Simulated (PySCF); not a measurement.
**AlCl: changing the method**

Starting from one script, swap the method and compare what comes out for AlCl.

Computed with PySCF 2.14.0. Level: each script names its method and basis.

## (1) The starting structure

AlCl: 2 atoms, charge 0, spin multiplicity 1.

Bond lengths: Al1–Cl2 1.949 Å.

## (2) The run that the others are compared with

File input.py:

```python
from pyscf import gto, dft

mol = gto.M(
    atom='Al 0 0 0; Cl 0 0 1.949',
    basis='6-31+g*',
    charge=0,
    spin=0,
    verbose=3,
)
mf = dft.RKS(mol, xc='bp86')
mf.kernel()
mf.analyze()
print('orbital energies (hartree):', mf.mo_energy[..., max(0, mol.nelec[1]-3):mol.nelec[0]+3].round(4))
```

The run is started by

```bash
$ OMP_NUM_THREADS=1 python input.py
```

The program printed:

```text
converged SCF energy = -702.693406648132
**** MO energy ****
MO #1   energy= -100.719909827316  occ= 2
MO #2   energy= -55.4519307482491  occ= 2
MO #3   energy= -9.18757515200411  occ= 2
MO #4   energy= -7.00575475811146  occ= 2
MO #5   energy= -7.0039724063179   occ= 2
MO #6   energy= -7.00397240631786  occ= 2
MO #7   energy= -3.96036020232926  occ= 2
MO #8   energy= -2.56441505572578  occ= 2
MO #9   energy= -2.56441505572578  occ= 2
MO #10  energy= -2.56122941528476  occ= 2
MO #11  energy= -0.767346408993067 occ= 2
MO #12  energy= -0.391938900322792 occ= 2
MO #13  energy= -0.320751759164994 occ= 2
MO #14  energy= -0.32075175916499  occ= 2
MO #15  energy= -0.215578032506532 occ= 2
MO #16  energy= -0.0817357295454202 occ= 0
MO #17  energy= -0.0817357295454181 occ= 0
MO #18  energy= -0.00924785055922417 occ= 0
MO #19  energy= 0.0186056765415252 occ= 0
MO #20  energy= 0.044305227322742  occ= 0
MO #21  energy= 0.0443052273227452 occ= 0
MO #22  energy= 0.0692883939154252 occ= 0
MO #23  energy= 0.0912801227991908 occ= 0
MO #24  energy= 0.0966849721485726 occ= 0
MO #25  energy= 0.0966849721485853 occ= 0
MO #26  energy= 0.129682708457901  occ= 0
MO #27  energy= 0.264432388739898  occ= 0
MO #28  energy= 0.264432388739903  occ= 0
MO #29  energy= 0.270098760098321  occ= 0
MO #30  energy= 0.282740897736968  occ= 0
MO #31  energy= 0.391222693019381  occ= 0
MO #32  energy= 0.391222693019383  occ= 0
MO #33  energy= 0.407756574168996  occ= 0
MO #34  energy= 0.407756784277087  occ= 0
MO #35  energy= 0.454352158187269  occ= 0
MO #36  energy= 0.587404249612959  occ= 0
MO #37  energy= 0.587404249612974  occ= 0
MO #38  energy= 0.668368742542851  occ= 0
MO #39  energy= 0.713906052326764  occ= 0
MO #40  energy= 0.790446406280887  occ= 0
MO #41  energy= 0.790447385729268  occ= 0
MO #42  energy= 0.927444355240987  occ= 0
MO #43  energy= 0.927444355240989  occ= 0
MO #44  energy= 1.29753229483079   occ= 0
 ** Mulliken atomic charges  **
charge of    0Al =      0.24057
charge of    1Cl =     -0.24057
Dipole moment(X, Y, Z, Debye): -0.00000,  0.00000, -0.45417
orbital energies (hartree): [-0.3208 -0.3208 -0.2156 -0.0817 -0.0817 -0.0092]
```

Run time: 1.6 s. Hardware: 1 thread of Arm Neoverse V2, shared host; peak memory 0.17 GiB.

In short: E(SCF) = -702.693407 Eh, μ = 0.45 D.

The bond length is a typed value, not an optimised one.

## (3) UKS

Run 1 changes SCF type: RKS → UKS.

File input.py:

```python
from pyscf import gto, dft

mol = gto.M(
    atom='Al 0 0 0; Cl 0 0 1.949',
    basis='6-31+g*',
    charge=0,
    spin=0,
    verbose=3,
)
mf = dft.UKS(mol, xc='bp86')
mf.kernel()
mf.analyze()
print('orbital energies (hartree):', [e[max(0, n-3):n+3].round(4) for e, n in zip(mf.mo_energy, mol.nelec)])
```

The run is started by

```bash
$ OMP_NUM_THREADS=1 python input.py
```

The program printed:

```text
converged SCF energy = -702.693406648129  <S^2> = 7.0983219e-12  2S+1 = 1
**** MO energy ****
                             alpha | beta                alpha | beta
MO #1   energy= -100.719909488997  | -100.719909472389  occ= 1 | 1
MO #2   energy= -55.4519310458172  | -55.4519310461109  occ= 1 | 1
MO #3   energy= -9.18757485762374  | -9.18757484184751  occ= 1 | 1
MO #4   energy= -7.00575445718481  | -7.00575445224222  occ= 1 | 1
MO #5   energy= -7.00397211327012  | -7.00397208294131  occ= 1 | 1
MO #6   energy= -7.00397211327011  | -7.00397208294127  occ= 1 | 1
MO #7   energy= -3.96036043275469  | -3.9603604403324   occ= 1 | 1
MO #8   energy= -2.56441528189546  | -2.56441530314648  occ= 1 | 1
MO #9   energy= -2.56441528189545  | -2.56441530314647  occ= 1 | 1
MO #10  energy= -2.56122966629991  | -2.56122964416765  occ= 1 | 1
MO #11  energy= -0.767346271000782 | -0.767346233788161 occ= 1 | 1
MO #12  energy= -0.391938758949628 | -0.391938841474965 occ= 1 | 1
MO #13  energy= -0.32075163677167  | -0.320751597802173 occ= 1 | 1
MO #14  energy= -0.320751636771669 | -0.320751597802169 occ= 1 | 1
MO #15  energy= -0.215578180938903 | -0.215578050833208 occ= 1 | 1
MO #16  energy= -0.0817356598344346 | -0.08173592650465  occ= 0 | 0
MO #17  energy= -0.0817356598344332 | -0.0817359265046498 occ= 0 | 0
MO #18  energy= -0.00924791209960008 | -0.00924782152322035 occ= 0 | 0
MO #19  energy= 0.0186056278600419 | 0.0186056483486996 occ= 0 | 0
MO #20  energy= 0.0443052468982597 | 0.0443051791977326 occ= 0 | 0
MO #21  energy= 0.044305246898269  | 0.0443051791977484 occ= 0 | 0
MO #22  energy= 0.0692884370561371 | 0.06928841602636   occ= 0 | 0
MO #23  energy= 0.0912800629323676 | 0.0912801470369682 occ= 0 | 0
MO #24  energy= 0.0966849973721551 | 0.0966849977624214 occ= 0 | 0
MO #25  energy= 0.0966849973721598 | 0.096684997762429  occ= 0 | 0
MO #26  energy= 0.129682726704965  | 0.129682732836859  occ= 0 | 0
MO #27  energy= 0.264432461211921  | 0.264432214905935  occ= 0 | 0
MO #28  energy= 0.264432461212001  | 0.264432214906008  occ= 0 | 0
MO #29  energy= 0.27009874655667   | 0.270098699890491  occ= 0 | 0
MO #30  energy= 0.282740751937893  | 0.282740983951343  occ= 0 | 0
MO #31  energy= 0.39122254497821   | 0.391222720660376  occ= 0 | 0
MO #32  energy= 0.391222544978215  | 0.391222720660378  occ= 0 | 0
MO #33  energy= 0.407756769927704  | 0.407756165816915  occ= 0 | 0
MO #34  energy= 0.40775698003538   | 0.407756375925132  occ= 0 | 0
MO #35  energy= 0.454352156043865  | 0.454352194224722  occ= 0 | 0
MO #36  energy= 0.587404346926153  | 0.587404365290694  occ= 0 | 0
MO #37  energy= 0.58740434692617   | 0.58740436529071   occ= 0 | 0
MO #38  energy= 0.668368849302217  | 0.66836885776385   occ= 0 | 0
MO #39  energy= 0.713906072041185  | 0.713906073356327  occ= 0 | 0
MO #40  energy= 0.790446525009573  | 0.790446670358691  occ= 0 | 0
MO #41  energy= 0.790447504459376  | 0.790447649805807  occ= 0 | 0
MO #42  energy= 0.927444471785382  | 0.927444496315753  occ= 0 | 0
MO #43  energy= 0.927444471785399  | 0.927444496315767  occ= 0 | 0
MO #44  energy= 1.29753237868787   | 1.29753239827278   occ= 0 | 0

To work with the spin densities directly, `use mulliken_meta_spin()` only printing them here.

 ** Mulliken spin pop alpha/beta on meta-lowdin orthogonal AOs **
 ** Mulliken Spin Density (per atom)  **
spin density of  0 Al =     -0.00000
spin density of  1 Cl =      0.00000
 ** Mulliken pop alpha/beta on meta-lowdin orthogonal AOs **
 ** Mulliken atomic charges   ( Nelec_alpha | Nelec_beta ) **
charge of  0Al =      0.24057  (     6.37971      6.37972 )
charge of  1Cl =     -0.24057  (     8.62029      8.62028 )
Dipole moment(X, Y, Z, Debye):  0.00000, -0.00000, -0.45416
orbital energies (hartree): [array([-0.3208, -0.3208, -0.2156, -0.0817, -0.0817, -0.0092]), array([-0.3208, -0.3208, -0.2156, -0.0817, -0.0817, -0.0092])]
```

It took 2 s on 1 thread of Arm Neoverse V2, shared host.

This run: E(SCF) = -702.693407 Eh (no change), μ = 0.45 D.

## (4) B3lyp5

Run 2 changes functional: bp86 → b3lyp5.

input.py: that of step 2 with these lines changed.

```diff
@@ -9,3 +9,3 @@
 )
-mf = dft.RKS(mol, xc='bp86')
+mf = dft.RKS(mol, xc='b3lyp5')
 mf.kernel()
```

The run is started by

```bash
$ OMP_NUM_THREADS=1 python input.py
```

The program printed:

```text
converged SCF energy = -702.554656734809
**** MO energy ****
MO #1   energy= -101.517980733718  occ= 2
MO #2   energy= -56.0586569543707  occ= 2
MO #3   energy= -9.45531501904111  occ= 2
MO #4   energy= -7.21265293528026  occ= 2
MO #5   energy= -7.21085175888586  occ= 2
MO #6   energy= -7.21085175888585  occ= 2
MO #7   energy= -4.15261943327785  occ= 2
MO #8   energy= -2.7049902775277   occ= 2
MO #9   energy= -2.70499027752768  occ= 2
MO #10  energy= -2.70283937083508  occ= 2
MO #11  energy= -0.834326308343203 occ= 2
MO #12  energy= -0.428262728203378 occ= 2
MO #13  energy= -0.352734715453618 occ= 2
MO #14  energy= -0.352734715453616 occ= 2
MO #15  energy= -0.236752413832112 occ= 2
MO #16  energy= -0.0557361890754735 occ= 0
MO #17  energy= -0.0557361890754733 occ= 0
MO #18  energy= 0.00292788601936333 occ= 0
MO #19  energy= 0.0248022957012539 occ= 0
MO #20  energy= 0.0511150272047609 occ= 0
MO #21  energy= 0.0511150272047762 occ= 0
MO #22  energy= 0.0776122879144692 occ= 0
MO #23  energy= 0.103617318175529  occ= 0
MO #24  energy= 0.103617318175532  occ= 0
MO #25  energy= 0.109343016890864  occ= 0
MO #26  energy= 0.142492614822401  occ= 0
MO #27  energy= 0.289973273285204  occ= 0
MO #28  energy= 0.289973273285233  occ= 0
MO #29  energy= 0.292373437873907  occ= 0
MO #30  energy= 0.316763199418416  occ= 0
MO #31  energy= 0.439177162065462  occ= 0
MO #32  energy= 0.439177162065467  occ= 0
MO #33  energy= 0.454892641926783  occ= 0
MO #34  energy= 0.454893243514283  occ= 0
MO #35  energy= 0.492695913992551  occ= 0
MO #36  energy= 0.6314990108013    occ= 0
MO #37  energy= 0.631499010801322  occ= 0
MO #38  energy= 0.712913821354436  occ= 0
MO #39  energy= 0.767444262480151  occ= 0
MO #40  energy= 0.86237098530892   occ= 0
MO #41  energy= 0.862371515817875  occ= 0
MO #42  energy= 0.998659116368674  occ= 0
MO #43  energy= 0.998659116368681  occ= 0
MO #44  energy= 1.36905604165078   occ= 0
 ** Mulliken atomic charges  **
charge of    0Al =      0.26471
charge of    1Cl =     -0.26471
Dipole moment(X, Y, Z, Debye): -0.00000,  0.00000, -0.57424
orbital energies (hartree): [-0.3527 -0.3527 -0.2368 -0.0557 -0.0557  0.0029]
```

Wall time 1.5 s (1 thread of Arm Neoverse V2, shared host).

This run: E(SCF) = -702.554657 Eh, μ = 0.57 D.

## (5) X3lyp

Run 3 changes functional: bp86 → x3lyp.

input.py: that of step 2 with these lines changed.

```diff
@@ -9,3 +9,3 @@
 )
-mf = dft.RKS(mol, xc='bp86')
+mf = dft.RKS(mol, xc='x3lyp')
 mf.kernel()
```

The run is started by

```bash
$ OMP_NUM_THREADS=1 python input.py
```

The program printed:

```text
converged SCF energy = -702.583785835619
**** MO energy ****
MO #1   energy= -101.594533595904  occ= 2
MO #2   energy= -56.1159763899719  occ= 2
MO #3   energy= -9.48200192279299  occ= 2
MO #4   energy= -7.23291009474364  occ= 2
MO #5   energy= -7.23110706809948  occ= 2
MO #6   energy= -7.23110706809945  occ= 2
MO #7   energy= -4.17189450454636  occ= 2
MO #8   energy= -2.71895016501832  occ= 2
MO #9   energy= -2.7189501650183   occ= 2
MO #10  energy= -2.71692545400916  occ= 2
MO #11  energy= -0.842730615346982 occ= 2
MO #12  energy= -0.43391516305665  occ= 2
MO #13  energy= -0.357957431267404 occ= 2
MO #14  energy= -0.357957431267398 occ= 2
MO #15  energy= -0.240775412046422 occ= 2
MO #16  energy= -0.0559117020463703 occ= 0
MO #17  energy= -0.0559117020463692 occ= 0
MO #18  energy= 0.0010164729491875 occ= 0
MO #19  energy= 0.0226591217332555 occ= 0
MO #20  energy= 0.0497522718836346 occ= 0
MO #21  energy= 0.0497522718836385 occ= 0
MO #22  energy= 0.075155736009078  occ= 0
MO #23  energy= 0.101333116620193  occ= 0
MO #24  energy= 0.101333116620213  occ= 0
MO #25  energy= 0.109375433676552  occ= 0
MO #26  energy= 0.141359386876463  occ= 0
MO #27  energy= 0.290472810378176  occ= 0
MO #28  energy= 0.290472810378212  occ= 0
MO #29  energy= 0.292455411450493  occ= 0
MO #30  energy= 0.317871139104037  occ= 0
MO #31  energy= 0.441208141622047  occ= 0
MO #32  energy= 0.441208141622049  occ= 0
MO #33  energy= 0.456858771718253  occ= 0
MO #34  energy= 0.456859425876848  occ= 0
MO #35  energy= 0.494058817971812  occ= 0
MO #36  energy= 0.633342299142605  occ= 0
MO #37  energy= 0.633342299142609  occ= 0
MO #38  energy= 0.714412883482582  occ= 0
MO #39  energy= 0.769976361139531  occ= 0
MO #40  energy= 0.86651455469196   occ= 0
MO #41  energy= 0.866515041163089  occ= 0
MO #42  energy= 1.00275550090551   occ= 0
MO #43  energy= 1.00275550090552   occ= 0
MO #44  energy= 1.37317956001963   occ= 0
 ** Mulliken atomic charges  **
charge of    0Al =      0.26596
charge of    1Cl =     -0.26596
Dipole moment(X, Y, Z, Debye):  0.00000, -0.00000, -0.58646
orbital energies (hartree): [-0.358  -0.358  -0.2408 -0.0559 -0.0559  0.001 ]
```

Run time: 1.5 s. Hardware: 1 thread of Arm Neoverse V2, shared host.

This run: E(SCF) = -702.583786 Eh, μ = 0.59 D.

## (6) Slater,

Run 4 changes functional: bp86 → slater,.

input.py: that of step 2 with these lines changed.

```diff
@@ -9,3 +9,3 @@
 )
-mf = dft.RKS(mol, xc='bp86')
+mf = dft.RKS(mol, xc='slater,')
 mf.kernel()
```

The run is started by

```bash
$ OMP_NUM_THREADS=1 python input.py
```

The program printed:

```text
converged SCF energy = -697.780586475801
**** MO energy ****
MO #1   energy= -100.205908104396  occ= 2
MO #2   energy= -55.0372841170413  occ= 2
MO #3   energy= -9.07871435336587  occ= 2
MO #4   energy= -6.93169529079574  occ= 2
MO #5   energy= -6.93001455706592  occ= 2
MO #6   energy= -6.93001455706587  occ= 2
MO #7   energy= -3.85804256050476  occ= 2
MO #8   energy= -2.48922351669058  occ= 2
MO #9   energy= -2.48922351669058  occ= 2
MO #10  energy= -2.48669428444008  occ= 2
MO #11  energy= -0.719977166427845 occ= 2
MO #12  energy= -0.349680812228641 occ= 2
MO #13  energy= -0.279131170962747 occ= 2
MO #14  energy= -0.279131170962739 occ= 2
MO #15  energy= -0.175913383125126 occ= 2
MO #16  energy= -0.0490401421793506 occ= 0
MO #17  energy= -0.0490401421793483 occ= 0
MO #18  energy= 0.00862404417381391 occ= 0
MO #19  energy= 0.0321564436016499 occ= 0
MO #20  energy= 0.0566272068615601 occ= 0
MO #21  energy= 0.0566272068615728 occ= 0
MO #22  energy= 0.0837348400964963 occ= 0
MO #23  energy= 0.109583819059088  occ= 0
MO #24  energy= 0.109583819059093  occ= 0
MO #25  energy= 0.11242767157478   occ= 0
MO #26  energy= 0.146694162393559  occ= 0
MO #27  energy= 0.287848949612477  occ= 0
MO #28  energy= 0.287848949612489  occ= 0
MO #29  energy= 0.293713876394673  occ= 0
MO #30  energy= 0.312432451896235  occ= 0
MO #31  energy= 0.429846290167811  occ= 0
MO #32  energy= 0.429846290167817  occ= 0
MO #33  energy= 0.445275962098798  occ= 0
MO #34  energy= 0.44527604938345   occ= 0
MO #35  energy= 0.483994379680968  occ= 0
MO #36  energy= 0.615170451971139  occ= 0
MO #37  energy= 0.615170451971147  occ= 0
MO #38  energy= 0.698010212362525  occ= 0
MO #39  energy= 0.747173220526014  occ= 0
MO #40  energy= 0.834860364424143  occ= 0
MO #41  energy= 0.834860570537638  occ= 0
MO #42  energy= 0.968795075653295  occ= 0
MO #43  energy= 0.9687950756533    occ= 0
MO #44  energy= 1.33317549482513   occ= 0
 ** Mulliken atomic charges  **
charge of    0Al =      0.21023
charge of    1Cl =     -0.21023
Dipole moment(X, Y, Z, Debye): -0.00000, -0.00000, -0.36709
orbital energies (hartree): [-0.2791 -0.2791 -0.1759 -0.049  -0.049   0.0086]
```

Run time: 1.2 s. Hardware: 1 thread of Arm Neoverse V2, shared host.

The functional (slater,) was meant as a poor choice, so the numbers below may not describe AlCl as the base run means it. This run: E(SCF) = -697.780586 Eh, μ = 0.37 D.

## (7) All runs together

```
                  run  E(SCF) (hartree)  from base (eV)  gap (eV)  SCF dipole (D)
                 base       -702.693407               0      3.64            0.45
                  UKS       -702.693407          0.0000      3.64            0.45
               b3lyp5       -702.554657  not comparable      4.93            0.57
                x3lyp       -702.583786  not comparable      5.03            0.59
slater, (poor choice)       -697.780586  not comparable      3.45            0.37
```

Wall time on 1 thread of Arm Neoverse V2, shared host, start-up included: base 1.6 s; UKS 2 s; b3lyp5 1.5 s; x3lyp 1.5 s; slater, (poor choice) 1.2 s.

**Reading.** With UKS the SCF ends at the base energy. The gap between the frontier levels is 3.6 eV with bp86 (0 % exact exchange) and 5.0 eV with x3lyp (22 %): exact exchange opens it. A lower total energy from another functional means nothing by itself. Rows marked «poor choice» come from settings spoiled on purpose.
